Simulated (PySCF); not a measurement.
# Working out the ionisation energy of S

S [Ne] 3s2 3p4 (3P) → S⁺ [Ne] 3s2 3p3 (4S). Calculation: PySCF 2.14, in x2c-QZVPPall; the spin-free X2C one-electron Hamiltonian (Gaussian nucleus). Frozen: [Ne]. Energies in hartree (1 hartree = 27.21139 eV):

```csv
part,S (lower),S⁺ (upper)
UHF,-398.597710,-398.258922
CCSD correlation,-0.149814,-0.114403
(T),-0.005846,-0.004239
```

**Question.** What does Hartree-Fock give?

**Answer.** (-398.258922) − (-398.597710) = 0.338788 hartree = 9.219 eV.

**Question.** What do CCSD and CCSD(T) give?

**Answer.** The CCSD correlation energies differ by 0.035411 hartree = 0.964 eV and the triples by 0.001607 hartree = 0.044 eV, so CCSD gives 10.183 eV and CCSD(T) 10.227 eV.

Measured between the centres of the two terms (NIST): 10.336 eV, so CCSD(T) (valence) is off by -0.109 eV.

What remains against the reference includes basis incompleteness, the frozen core and higher excitations.
